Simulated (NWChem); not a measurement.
The numbers come from NWChem runs, not from measurements. System: ethylamine (C2H7N), charge 0, spin multiplicity 1, at a geometry optimised with B3LYP/def2-SVP. Level: TD-PBE0/6-31+G* (spherical d).

The NWChem input:

```
start mol
memory heap 200 mb stack 900 mb global 1100 mb
geometry units angstroms nocenter noautoz noautosym
  C      1.189862     0.447027     0.011303
  C      0.040783    -0.549750    -0.100392
  N     -1.248409     0.128983     0.001725
  H      2.164973    -0.050799    -0.112107
  H      1.094044     1.233078    -0.753937
  H      1.192235     0.940224     0.998944
  H      0.190738    -1.357536     0.650916
  H      0.085684    -1.044018    -1.086936
  H     -2.013018    -0.537410    -0.109208
  H     -1.359664     0.529916     0.934784
end
basis spherical
  * library 6-31+g*
end
dft
  xc pbe0
  semidirect memsize 60000000 filesize 0
  iterations 100
end
tddft
  rpa
  nroots 6
  notriplet
  thresh 1e-4
end
task tddft energy
```

Output (cleaned and shortened):

```
             Northwest Computational Chemistry Package (NWChem) 7.3.0
             --------------------------------------------------------

                                NWChem Input Module
                                -------------------

 Scaling coordinates for geometry "geometry" by  1.889725989
 (inverse scale =  0.529177249)

                             Geometry "geometry" -> ""
                             -------------------------

 Output coordinates in angstroms (scale by  1.889725989 to convert to a.u.)

  No.       Tag          Charge          X              Y              Z
 ---- ---------------- ---------- -------------- -------------- --------------
    1 C                    6.0000     1.18986200     0.44702700     0.01130300
    2 C                    6.0000     0.04078300    -0.54975000    -0.10039200
    3 N                    7.0000    -1.24840900     0.12898300     0.00172500
    4 H                    1.0000     2.16497300    -0.05079900    -0.11210700
    5 H                    1.0000     1.09404400     1.23307800    -0.75393700
    6 H                    1.0000     1.19223500     0.94022400     0.99894400
    7 H                    1.0000     0.19073800    -1.35753600     0.65091600
    8 H                    1.0000     0.08568400    -1.04401800    -1.08693600
    9 H                    1.0000    -2.01301800    -0.53741000    -0.10920800
   10 H                    1.0000    -1.35966400     0.52991600     0.93478400

 Effective nuclear repulsion energy (a.u.)      82.6529129475

            Nuclear Dipole moment (a.u.)
            ----------------------------
        X                 Y               Z
 ---------------- ---------------- ----------------
    -0.0000018897    -0.0000037795    -0.0000056692


 Summary of "ao basis" -> "" (spherical)
 ------------------------------------------------------------------------------
       Tag                 Description            Shells   Functions and Types
 ---------------- ------------------------------  ------  ---------------------
 *                          6-31+g*                   on all atoms

                                 NWChem DFT Module
                                 -----------------

 Summary of "ao basis" -> "ao basis" (spherical)
 ------------------------------------------------------------------------------
       Tag                 Description            Shells   Functions and Types
 ---------------- ------------------------------  ------  ---------------------
 C                          6-31+g*                  8       18   4s3p1d
 N                          6-31+g*                  8       18   4s3p1d
 H                          6-31+g*                  2        2   2s

 Summary of "ao basis" -> "ao basis" (spherical)
 ------------------------------------------------------------------------------
       Tag                 Description            Shells   Functions and Types
 ---------------- ------------------------------  ------  ---------------------
 C                          6-31+g*                  8       18   4s3p1d
 N                          6-31+g*                  8       18   4s3p1d
 H                          6-31+g*                  2        2   2s

            General Information
            -------------------
          SCF calculation type: DFT
          Wavefunction type:  closed shell.
          No. of atoms     :    10
          No. of electrons :    26
           Alpha electrons :    13
            Beta electrons :    13
          Charge           :     0
          Spin multiplicity:     1
          Use of symmetry is: off; symmetry adaption is: off
          Maximum number of iterations: 100
          AO basis - number of functions:    68
                     number of shells:    38
          Convergence on energy requested:  1.00D-06
          Convergence on density requested:  1.00D-05
          Convergence on gradient requested:  5.00D-04

              XC Information
              --------------
                         PBE0 Method XC Functional
                     Hartree-Fock (Exact) Exchange  0.250
          PerdewBurkeErnzerhof Exchange Functional  0.750
            Perdew 1991 LDA Correlation Functional  1.000 local
           PerdewBurkeErnz. Correlation Functional  1.000 non-local

             Grid Information
             ----------------
          Grid used for XC integration:  medium
          Radial quadrature: Mura-Knowles
          Angular quadrature: Lebedev.
          Tag              B.-S. Rad. Rad. Pts. Rad. Cut. Ang. Pts.
          ---              ---------- --------- --------- ---------
          C                   0.70       49          11.0       434
          N                   0.65       49          11.0       434
          H                   0.35       45          11.0       434
          Grid pruning is: on
          Number of quadrature shells:   462
          Spatial weights used:  Erf1

          Convergence Information
          -----------------------
          Convergence aids based upon iterative change in
          total energy or number of iterations.
          Levelshifting, if invoked, occurs when the
          HOMO/LUMO gap drops below (HL_TOL):  1.00D-02
          DIIS, if invoked, will attempt to extrapolate
          using up to (NFOCK): 10 stored Fock matrices.

                    Damping( 0%)  Levelshifting(0.5)       DIIS
                  --------------- ------------------- ---------------
          dE  on:    start            ASAP                start
          dE off:    2 iters        100 iters           100 iters
[...]
         Schwarz screening :  0.10D-07

              XC Information
              --------------
                  PBE0 Method XC Functional
              Hartree-Fock (Exact) Exchange   0.25
   PerdewBurkeErnzerhof Exchange Functional   0.75
     Perdew 1991 LDA Correlation Functional   1.00 local
    PerdewBurkeErnz. Correlation Functional   1.00 non-local

             TDDFT Information
             -----------------
          Calculation type : TDDFT
         Wavefunction type : Restricted singlets
          No. of electrons :      26
           Alpha electrons :      13
            Beta electrons :      13
              No. of roots :       6
          Max subspacesize :    5200
            Max iterations :     100
               Target root :       1
           Target symmetry : none
      Symmetry restriction : off
                 Algorithm : Optimal
        Davidson threshold :  0.10D-03

            Memory Information
            ------------------
          Available GA space size is         144174576 doubles
          Available MA space size is          50655964 doubles
          Length of a trial vector is          715
          Algorithm : Incore multiple tensor contraction
          Estimated peak GA usage is          15121028 doubles
          Estimated peak MA usage is             25800 doubles

    6 smallest eigenvalue differences (eV)
--------------------------------------------------------
  No. Spin  Occ  Vir  Irrep   E(Occ)    E(Vir)   E(Diff)
--------------------------------------------------------
    1    1   13   14 a        -0.251     0.015     7.235
    2    1   13   15 a        -0.251     0.041     7.928
    3    1   13   16 a        -0.251     0.044     8.031
    4    1   13   17 a        -0.251     0.059     8.434
    5    1   13   18 a        -0.251     0.086     9.169
    6    1   13   19 a        -0.251     0.089     9.253
--------------------------------------------------------

  Entering Davidson iterations
  Restricted singlet excited states

  Iter   NTrls   NConv    DeltaV     DeltaE      Time
  ----  ------  ------  ---------  ---------  ---------
    1      6       0     0.82E-01   0.10+100        7.5
    2     18       0     0.20E-01   0.30E-02       12.4
    3     30       0     0.58E-02   0.21E-03       12.5
    4     42       0     0.22E-02   0.20E-04       12.5
    5     54       0     0.80E-03   0.28E-05       12.5
    6     66       2     0.32E-03   0.29E-06       12.5
    7     74       5     0.13E-03   0.37E-07        9.2
    8     76       6     0.76E-04   0.53E-08        4.3
  ----  ------  ------  ---------  ---------  ---------
  Convergence criterion met

  Ground state a        -135.005998318358 a.u.

  ----------------------------------------------------------------------------
  Root   1 singlet a              0.214571083 a.u.                5.8388 eV
  ----------------------------------------------------------------------------
     Transition Moments    X -0.14061   Y -0.14513   Z  0.18294
     Transition Moments   XX  0.40307  XY  1.16385  XZ -1.26808
     Transition Moments   YY -0.79460  YZ  0.68038  ZZ  0.08756
     Dipole Oscillator Strength                    0.0106282782
     Electric Quadrupole                           0.0000002005
     Magnetic Dipole                               0.0000007815
     Total Oscillator Strength                     0.0106292602

          sigma_e =   2.6834 Angstrom
          sigma_h =   1.2935 Angstrom
         |d_h->e| =   0.9547 Angstrom
            d_exc =   3.1115 Angstrom
            d_CD1 =   2.3446 Angstrom
            d_CD2 =  -1.0337 Angstrom
            d_CD3 =   4.0662 Angstrom
     Pearson C.C. =   0.0150

     Occ.   13  a   ---  Virt.   14  a   -0.98598 X
     Occ.   13  a   ---  Virt.   15  a   -0.10011 X
     Occ.   13  a   ---  Virt.   16  a    0.10489 X
  ----------------------------------------------------------------------------
  Root   2 singlet a              0.250877560 a.u.                6.8267 eV
  ----------------------------------------------------------------------------
     Transition Moments    X  0.07167   Y -0.23464   Z  0.25074
     Transition Moments   XX -0.41080  XY -0.20271  XZ -0.51488
     Transition Moments   YY  0.16232  YZ -0.19541  ZZ  0.16097
     Dipole Oscillator Strength                    0.0205824746
     Electric Quadrupole                           0.0000000381
     Magnetic Dipole                               0.0000001073
     Total Oscillator Strength                     0.0205826200

          sigma_e =   3.1497 Angstrom
          sigma_h =   1.3104 Angstrom
         |d_h->e| =   1.3090 Angstrom
            d_exc =   3.6367 Angstrom
            d_CD1 =   3.1483 Angstrom
            d_CD2 =  -0.9211 Angstrom
            d_CD3 =   4.9457 Angstrom
     Pearson C.C. =   0.0152

     Occ.   13  a   ---  Virt.   14  a    0.05192 X
     Occ.   13  a   ---  Virt.   15  a    0.41917 X
     Occ.   13  a   ---  Virt.   16  a    0.88612 X
     Occ.   13  a   ---  Virt.   17  a   -0.11849 X
     Occ.   13  a   ---  Virt.   18  a    0.07597 X
     Occ.   13  a   ---  Virt.   19  a    0.05749 X
     Occ.   13  a   ---  Virt.   21  a   -0.08585 X
  ----------------------------------------------------------------------------
  Root   3 singlet a              0.254891050 a.u.                6.9359 eV
  ----------------------------------------------------------------------------
     Transition Moments    X -0.29717   Y  0.17724   Z -0.17100
     Transition Moments   XX -0.26910  XY -0.48148  XZ  0.22626
     Transition Moments   YY -0.87765  YZ  0.56743  ZZ -0.13961
     Dipole Oscillator Strength                    0.0253132841
     Electric Quadrupole                           0.0000000670
     Magnetic Dipole                               0.0000002474
     Total Oscillator Strength                     0.0253135985

          sigma_e =   3.0722 Angstrom
          sigma_h =   1.3241 Angstrom
         |d_h->e| =   2.3808 Angstrom
            d_exc =   4.0898 Angstrom
            d_CD1 =   4.1289 Angstrom
            d_CD2 =   0.1826 Angstrom
            d_CD3 =   6.4706 Angstrom
     Pearson C.C. =   0.0164

     Occ.   13  a   ---  Virt.   14  a   -0.13897 X
     Occ.   13  a   ---  Virt.   15  a    0.86262 X
     Occ.   13  a   ---  Virt.   16  a   -0.42827 X
     Occ.   13  a   ---  Virt.   17  a   -0.14283 X
     Occ.   13  a   ---  Virt.   18  a    0.15603 X
  ----------------------------------------------------------------------------
  Root   4 singlet a              0.266699370 a.u.                7.2573 eV
  ----------------------------------------------------------------------------
     Transition Moments    X -0.18386   Y  0.52490   Z -0.26736
     Transition Moments   XX  0.67261  XY  0.14439  XZ  0.05092
     Transition Moments   YY -0.54161  YZ  0.06536  ZZ  0.16779
     Dipole Oscillator Strength                    0.0677077962
     Electric Quadrupole                           0.0000000404
     Magnetic Dipole                               0.0000000105
     Total Oscillator Strength                     0.0677078471

          sigma_e =   3.1527 Angstrom
          sigma_h =   1.3104 Angstrom
         |d_h->e| =   1.4309 Angstrom
            d_exc =   3.6866 Angstrom
            d_CD1 =   3.2733 Angstrom
            d_CD2 =  -0.8006 Angstrom
            d_CD3 =   5.1175 Angstrom
     Pearson C.C. =   0.0137

     Occ.   13  a   ---  Virt.   15  a   -0.18552 X
     Occ.   13  a   ---  Virt.   17  a   -0.97234 X
     Occ.   13  a   ---  Virt.   20  a   -0.10523 X
  ----------------------------------------------------------------------------
  Root   5 singlet a              0.294093152 a.u.                8.0027 eV
  ----------------------------------------------------------------------------
     Transition Moments    X  0.12323   Y  0.07150   Z  0.05399
     Transition Moments   XX  0.41674  XY -0.01049  XZ -0.31268
     Transition Moments   YY -0.30426  YZ  0.68638  ZZ -0.05917
     Dipole Oscillator Strength                    0.0045511981
     Electric Quadrupole                           0.0000000953
     Magnetic Dipole                               0.0000004775
     Total Oscillator Strength                     0.0045517709

          sigma_e =   3.1486 Angstrom
          sigma_h =   1.3106 Angstrom
         |d_h->e| =   2.0565 Angstrom
            d_exc =   3.9684 Angstrom
            d_CD1 =   3.8944 Angstrom
            d_CD2 =  -0.1731 Angstrom
            d_CD3 =   6.0249 Angstrom
     Pearson C.C. =   0.0136

     Occ.   13  a   ---  Virt.   15  a   -0.17736 X
     Occ.   13  a   ---  Virt.   18  a    0.96712 X
     Occ.   13  a   ---  Virt.   21  a    0.08060 X
     Occ.   13  a   ---  Virt.   22  a   -0.10045 X
     Occ.   13  a   ---  Virt.   23  a   -0.06507 X
     Occ.   13  a   ---  Virt.   24  a   -0.07795 X
  ----------------------------------------------------------------------------
  Root   6 singlet a              0.301826581 a.u.                8.2131 eV
  ----------------------------------------------------------------------------
     Transition Moments    X  0.02902   Y  0.08162   Z  0.05597
     Transition Moments   XX -0.77603  XY  0.33033  XZ -0.59772
     Transition Moments   YY  1.02350  YZ  0.00073  ZZ  0.07904
     Dipole Oscillator Strength                    0.0021404603
     Electric Quadrupole                           0.0000001869
     Magnetic Dipole                               0.0000002392
     Total Oscillator Strength                     0.0021408865

          sigma_e =   3.3756 Angstrom
          sigma_h =   1.3148 Angstrom
         |d_h->e| =   1.9815 Angstrom
            d_exc =   4.1167 Angstrom
            d_CD1 =   4.0423 Angstrom
            d_CD2 =  -0.3637 Angstrom
            d_CD3 =   6.0983 Angstrom
     Pearson C.C. =   0.0116

     Occ.   13  a   ---  Virt.   16  a   -0.07107 X
     Occ.   13  a   ---  Virt.   19  a    0.98749 X
     Occ.   13  a   ---  Virt.   20  a    0.05692 X
     Occ.   13  a   ---  Virt.   23  a    0.07834 X

              Target root =      1
          Target symmetry = none
      Ground state energy =   -135.005998318358
        Excitation energy =      0.214571083241
     Excited state energy =   -134.791427235117

  stored tddft:energy   -134.79142723511714

 Task  times  cpu:       89.4s     wall:       89.4s

 Total times  cpu:       89.5s     wall:       89.5s
```
